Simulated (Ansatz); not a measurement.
A made-up structure of C2H4N (charge +1), singlet:

C1  (1.031, -0.279, 0.681)
C2  (0.013, -0.004, 0.009)
N3  (-1.027, 0.278, -0.678)
H4  (-1.587, -0.468, -1.092)
H5  (-1.303, 1.250, -0.818)
H6  (0.977, -0.437, 1.728)
H7  (1.986, -0.364, 0.229)
(Å)

It is relaxed with PBE-D4/def2-SVP and then PBE0-D4/def2-TZVP (Ansatz 0.2.0). Atoms count as bonded within 1.22 times the sum of their covalent radii (H–H: 0.88 Å). The end point is not checked to be a true minimum.

(1) Does its bonding change? (Judge from chemistry; the calculation decides.)

## Answers

(1) By the calculation: No: no bond forms or breaks.

Where it ends: The first stage lowers the energy by 0.17 eV in 4 steps. It ends as C₂H₄N ([CH2][C][NH2]), total charge +1:
C1  (1.040, -0.281, 0.687)
C2  (0.000, 0.000, 0.000)
N3  (-1.019, 0.276, -0.673)
H4  (-1.591, -0.455, -1.095)
H5  (-1.312, 1.240, -0.823)
H6  (0.961, -0.440, 1.761)
H7  (2.011, -0.365, 0.202)
(Å)

Labels in which every atom is bracketed show which atoms are joined, not bond orders.

For scale, one of the runs: PBE0-D4/def2-TZVP relaxation, 117 basis functions, launched by `ansatz run in.yaml --threads 2 --pin off --events-out ev --progress --plain --max-ram 4352MiB`. Hardware: 2 CPU threads of an Arm Neoverse V1, shared host. Wall time about 6.5 s.
